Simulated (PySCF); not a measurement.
All values below come from PBE-D3(BJ)/def2-TZVP // PBE0-D4/def2-TZVP in PySCF 2.14.0. All species are isolated molecules in the gas phase. 

Reference species (SMILES): `[CH2]C` (neutral, multiplicity 2).

```
Property                         Result
-----------------------------  --------
highest occupied spin orbital  -4.54 eV
```

Changed species: `[SeH]` (radical fragment; the reference has radical fragment).

Q: What does the change do to the highest occupied spin orbital?

A: the highest occupied spin orbital falls by 1.26 eV, to -5.80 eV.
